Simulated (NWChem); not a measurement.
Species: disulfur (S₂, triplet); SMILES S=S

Computed with NWChem. Pople sets run with spherical d functions. Spin-unrestricted. All runs use the structure optimised with B3LYP/6-31G* (spherical d), spin-unrestricted. No stability test was run on the SCF state.

For level TPSS/3-21G:

```yaml
highest occupied level (eV): -6.21
```

**Question.** What are these values for level TPSS/6-311++G**?

**Answer.** 
| Item | Result |
|---|---|
| highest occupied level (eV) | -6.08 |
